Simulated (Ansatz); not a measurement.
Geometry optimisation, RKS PBE0-D4/STO-3G (Ansatz 0.2.0).

Input:

```yaml
crystal:
  periodic: [false, false, false]
  atoms:
    - { symbol: F, position_ang: [0.4057, 0.2149, 1.7327] }
    - { symbol: C, position_ang: [0.756, -0.5912, 0.7408] }
    - { symbol: O, position_ang: [-0.3619, -0.7804, -0.1485] }
    - { symbol: C, position_ang: [-0.6528, 0.4674, -0.6903] }
    - { symbol: F, position_ang: [0.3276, 0.9557, -1.3967] }
    - { symbol: Cl, position_ang: [-2.0712, 0.1944, -1.8039] }
    - { symbol: H, position_ang: [1.6604, -0.17, 0.2348] }
    - { symbol: H, position_ang: [1.0661, -1.5263, 1.1937] }
    - { symbol: H, position_ang: [-1.0413, 1.1892, 0.1204] }
basis:
  gaussian: { orbitals: STO-3G }
hamiltonian:
  xc: pbe0
  dispersion: d4
relax:
  f_tol: 0.02
  max_steps: 40
```

Run as:

```bash
$ ansatz run input.yaml --threads 1 --pin off --max-ram 2048MiB --backend cpu --events-out ev --progress --plain --runs-dir out
```

Q: Where does it end, and by what steps?

A: The forces met the threshold. The force dipped under the threshold on the way, but the program's further checks kept it going. Limits of this set-up: minimal basis. After 25 steps the energy has fallen by 0.705 eV; F1 moved furthest, 1.41 Å.

| step | energy less start (eV) | largest force component (eV/Å) | accepted |
| --- | --- | --- | --- |
| 0 | 0.0000 | 3.402 | yes |
| 1 | -0.5462 | 0.869 | yes |
| 2 | -0.5834 | 0.169 | yes |
| 3 | -0.5862 | 0.045 | yes |
| 4 | -0.5893 | 0.124 | yes |
| 5 | -0.5918 | 0.157 | yes |
| 6 | -0.5936 | 0.104 | yes |
| 7 | -0.5956 | 0.072 | yes |
| 8 | -0.5966 | 0.068 | yes |
| 9 | -0.5973 | 0.063 | yes |
| 10 | -0.5981 | 0.050 | yes |
| 11 | -0.5988 | 0.111 | yes |
| 12 | -0.5999 | 0.111 | yes |
| 13 | -0.6017 | 0.184 | yes |
| 14 | -0.6054 | 0.240 | yes |
| 15 | -0.6111 | 0.520 | yes |
| 16 | -0.6283 | 0.416 | yes |
| 17 | -0.6575 | 0.477 | yes |
| 18 | -0.6613 | 0.751 | yes |
| 19 | -0.6884 | 0.273 | yes |
| 20 | -0.6979 | 0.136 | yes |
| 21 | -0.7024 | 0.159 | yes |
| 22 | -0.7006 | 0.336 | no |
| 23 | -0.7044 | 0.019 | yes |
| 24 | -0.7046 | 0.070 | yes |
| 25 | -0.7049 | 0.015 | yes |

```xyz
9
Properties=species:S:1:pos:R:3
F -0.524 -0.842 1.691
C 0.597 -0.604 0.910
O 0.284 -0.690 -0.525
C -0.339 0.514 -0.976
F -0.252 0.531 -2.340
Cl -2.181 0.598 -0.489
H 1.037 0.402 1.148
H 1.372 -1.397 1.067
H 0.095 1.441 -0.504
```

Whether the end is a true minimum wasn't checked by a vibrational analysis.

Run time: 62 s on 1 CPU thread of a shared host.
